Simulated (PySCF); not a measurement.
PySCF input (PBE/6-311++G(2d,2p)):

```python
import numpy as np, basis_set_exchange as bse
from pyscf import gto, scf, dft, df, tdscf

basis = {'C': gto.basis.parse(bse.get_basis('6-311++G(2d,2p)', elements=['C'], fmt='nwchem')), 'H': gto.basis.parse(bse.get_basis('6-311++G(2d,2p)', elements=['H'], fmt='nwchem')), 'N': gto.basis.parse(bse.get_basis('6-311++G(2d,2p)', elements=['N'], fmt='nwchem'))}
mol = gto.M(
    atom='''
    C    -0.00000000   -0.00000000   -0.49689011
    N     0.00000000    0.00000000    0.64927938
    H    -0.00000000   -0.00000000   -1.56361504
    ''',
    basis=basis,
    charge=0,
    verbose=4,
    max_memory=2160,
)
mf = dft.RKS(mol, xc='pbe')
mf.grids.level = 3
mf = mf.density_fit(auxbasis=df.autoaux(mol))
mf.conv_tol = 1e-9
mf.max_cycle = 100
print('smallest overlap eigenvalue', np.linalg.eigvalsh(mol.intor('int1e_ovlp'))[0])
mf.kernel()
dip = mf.dip_moment()
td = tdscf.TDA(mf)
td.nstates = 4
td.kernel()
td.analyze()
osc = td.oscillator_strength()
```

Output:

```
PySCF version 2.14.0

[INPUT] verbose = 4
[INPUT] num. atoms = 3
[INPUT] num. electrons = 14
[INPUT] charge = 0
[INPUT] spin (= nelec alpha-beta = 2S) = 0
[INPUT] symmetry False subgroup None
[INPUT] Mole.unit = angstrom
[INPUT] Symbol           X                Y                Z      unit          X                Y                Z       unit  Magmom
[INPUT]  1 C      0.000000000000   0.000000000000  -0.496890110000 AA    0.000000000000   0.000000000000  -0.938986221905 Bohr   0.0
[INPUT]  2 N      0.000000000000   0.000000000000   0.649279380000 AA    0.000000000000   0.000000000000   1.226960206527 Bohr   0.0
[INPUT]  3 H      0.000000000000   0.000000000000  -1.563615040000 AA    0.000000000000   0.000000000000  -2.954804189851 Bohr   0.0

nuclear repulsion = 24.0414551204057
number of shells = 28
number of NR pGTOs = 92
number of NR cGTOs = 64
basis = {'C': [[0, [4563.24, 0.00196665], [682.024, 0.0152306], [154.973, 0.0761269], [44.4553, 0.260801], [13.029, 0.616462], [1.82773, 0.221006]], [0, [20.9642, 0.11466], [4.80331, 0.919999], [1.45933, -0.00303068]], [0, [0.483456, 1.0]], [0, [0.145585, 1.0]], [0, [0.0438, 1.0]], [1, [20.9642, 0.0402487], [4.80331, 0.237594], [1.45933, 0.815854]], [1, [0.483456, 1.0]], [1, [0.145585, 1.0]], [1, [0.0438, 1.0]], [2, [1.252, 1.0]], [2, [0.313, 1.0]]], 'H': [[0, [33.865, 0.0254938], [5.09479, 0.190373], [1.15879, 0.852161]], [0, [0.32584, 1.0]], [0, [0.102741, 1.0]], [0, [0.036, 1.0]], [1, [1.5, 1.0]], [1, [0.375, 1.0]]], 'N': [[0, [6293.48, 0.00196979], [949.044, 0.0149613], [218.776, 0.0735006], [63.6916, 0.248937], [18.8282, 0.60246], [2.72023, 0.256202]], [0, [30.6331, 0.111906], [7.02614, 0.921666], [2.11205, -0.00256919]], [0, [0.684009, 1.0]], [0, [0.200878, 1.0]], [0, [0.0639, 1.0]], [1, [30.6331, 0.0383119], [7.02614, 0.237403], [2.11205, 0.817592]], [1, [0.684009, 1.0]], [1, [0.200878, 1.0]], [1, [0.0639, 1.0]], [2, [1.826, 1.0]], [2, [0.4565, 1.0]]]}
ecp = {}
ETB for H: l = 0, exps = 0.072 * 1.8^n , n = 0..12
ETB for H: l = 1, exps = 0.411 * 2^n , n = 0..3
ETB for H: l = 2, exps = 0.75 * 2.2^n , n = 0..2
ETB for C: l = 0, exps = 0.0876 * 1.8^n , n = 0..15
ETB for C: l = 1, exps = 0.0876 * 1.8^n , n = 0..13
ETB for C: l = 2, exps = 0.0876 * 1.8^n , n = 0..12
ETB for C: l = 3, exps = 0.3568 * 2.2^n , n = 0..3
ETB for N: l = 0, exps = 0.1278 * 1.8^n , n = 0..15
ETB for N: l = 1, exps = 0.1278 * 1.8^n , n = 0..13
ETB for N: l = 2, exps = 0.1278 * 1.8^n , n = 0..12
ETB for N: l = 3, exps = 0.5204 * 2.2^n , n = 0..3
smallest overlap eigenvalue 0.0005759292840099078

******** <class 'pyscf.df.df_jk.DFRKS'> ********
method = DFRKS
initial guess = minao
damping factor = 0
level_shift factor = 0
DIIS = <class 'pyscf.scf.diis.CDIIS'>
diis_start_cycle = 1
diis_space = 8
diis_damp = 0
SCF conv_tol = 1e-09
SCF conv_tol_grad = None
SCF max_cycles = 100
direct_scf = False
XC library pyscf.dft.libxc version 7.1.2
    S. Lehtola, C. Steigemann, M. J. T. Oliveira, and M. A. L. Marques,  SoftwareX 7, 1–5 (2018)
XC functionals = pbe
    J. P. Perdew, K. Burke, and M. Ernzerhof,  Phys. Rev. Lett. 77, 3865 (1996)
    J. P. Perdew, K. Burke, and M. Ernzerhof,  Phys. Rev. Lett. 78, 1396 (1997)
    J. P. Perdew, K. Burke, and M. Ernzerhof,  Phys. Rev. Lett. 77, 3865 (1996)
    J. P. Perdew, K. Burke, and M. Ernzerhof,  Phys. Rev. Lett. 78, 1396 (1997)
radial grids:
    Treutler-Ahlrichs [JCP 102, 346 (1995); DOI:10.1063/1.469408] (M4) radial grids

becke partition: Becke, JCP 88, 2547 (1988); DOI:10.1063/1.454033
pruning grids: <function nwchem_prune>
grids dens level: 3
symmetrized grids: False
atomic radii adjust function: <function treutler_atomic_radii_adjust>
small_rho_cutoff = 0
Set gradient conv threshold to 3.16228e-05
Initial guess from minao.
tot grids = 37832
init E= -93.444541471045
  HOMO = -0.381001293355627  LUMO = -0.0617143250694027  gap/eV = 8.68824
cycle= 1 E= -93.3064252904292  delta_E= 0.138  |g|= 0.359  |ddm|= 1.38
  HOMO = -0.228486392297498  LUMO = -0.0226600215743314  gap/eV = 5.60082
cycle= 2 E= -93.0690590009979  delta_E= 0.237  |g|= 1.05  |ddm|= 0.843
  HOMO = -0.315861875077798  LUMO = -0.0251690878880553  gap/eV = 7.91015
cycle= 3 E= -93.3351075274076  delta_E= -0.266  |g|= 0.138  |ddm|= 0.624
  HOMO = -0.337117533948  LUMO = -0.0397869538871709  gap/eV = 8.09078
cycle= 4 E= -93.3394429664609  delta_E= -0.00434  |g|= 0.0179  |ddm|= 0.0931
  HOMO = -0.333638199926111  LUMO = -0.037301309273071  gap/eV = 8.06374
cycle= 5 E= -93.3395192092409  delta_E= -7.62e-05  |g|= 0.00246  |ddm|= 0.0135
  HOMO = -0.333610371759344  LUMO = -0.0373260120898857  gap/eV = 8.06231
cycle= 6 E= -93.3395207650376  delta_E= -1.56e-06  |g|= 0.00013  |ddm|= 0.00161
  HOMO = -0.333602154180081  LUMO = -0.0373173858438803  gap/eV = 8.06232
cycle= 7 E= -93.3395207699022  delta_E= -4.86e-09  |g|= 1.11e-05  |ddm|= 0.000121
  HOMO = -0.333600912050173  LUMO = -0.0373167751464002  gap/eV = 8.06230
cycle= 8 E= -93.3395207699351  delta_E= -3.29e-11  |g|= 1.75e-06  |ddm|= 7.22e-06
  HOMO = -0.333600681780437  LUMO = -0.0373166260869677  gap/eV = 8.06230
Extra cycle  E= -93.3395207699278  delta_E= 7.28e-12  |g|= 6.17e-06  |ddm|= 3.71e-06
converged SCF energy = -93.3395207699278
Dipole moment(X, Y, Z, Debye): -0.00000, -0.00000, -2.96020

******** <class 'pyscf.tdscf.rks.TDA'> for <class 'pyscf.df.df_jk.DFRKS'> ********
nstates = 4 singlet
deg_eia_thresh = 1.000e-03
wfnsym = None
conv_tol = 1e-05
eigh lindep = 1e-12
eigh level_shift = 0
eigh max_cycle = 100
chkfile = tmpvyzym3bo

Excitation energies (eV)
[8.06229981 8.33584171 8.33584173 8.8682573 ]

** Singlet excitation energies and oscillator strengths **
Excited State   1:      8.06230 eV    153.78 nm  f=0.0000
       6 -> 8         0.49913
       7 -> 9        -0.49913
Excited State   2:      8.33584 eV    148.74 nm  f=0.0000
       6 -> 8         0.14200
       6 -> 9        -0.47874
       7 -> 8         0.47874
       7 -> 9         0.14200
Excited State   3:      8.33584 eV    148.74 nm  f=0.0000
       6 -> 8         0.47874
       6 -> 9         0.14200
       7 -> 8        -0.14200
       7 -> 9         0.47874
Excited State   4:      8.86826 eV    139.81 nm  f=0.0091
       5 -> 10       -0.70128

** Transition electric dipole moments (AU) **
state          X           Y           Z        Dip. S.      Osc.
  1        -0.0000     -0.0000     -0.0000      0.0000      0.0000
  2        -0.0000      0.0000     -0.0000      0.0000      0.0000
  3        -0.0000     -0.0000      0.0000      0.0000      0.0000
  4         0.0000      0.0000      0.2049      0.0420      0.0091

** Transition velocity dipole moments (imaginary part, AU) **
state          X           Y           Z        Dip. S.      Osc.
  1        -0.0000     -0.0000      0.0000      0.0000      0.0000
  2        -0.0000      0.0000      0.0000      0.0000      0.0000
  3        -0.0000     -0.0000     -0.0000      0.0000      0.0000
  4        -0.0000      0.0000      0.0685      0.0047      0.0096

** Transition magnetic dipole moments (imaginary part, AU) **
state          X           Y           Z
  1        -0.0000     -0.0000     -0.0000
  2        -0.0000     -0.0000     -0.0000
  3         0.0000     -0.0000     -0.0000
  4        -0.0000      0.0000      0.0000
```
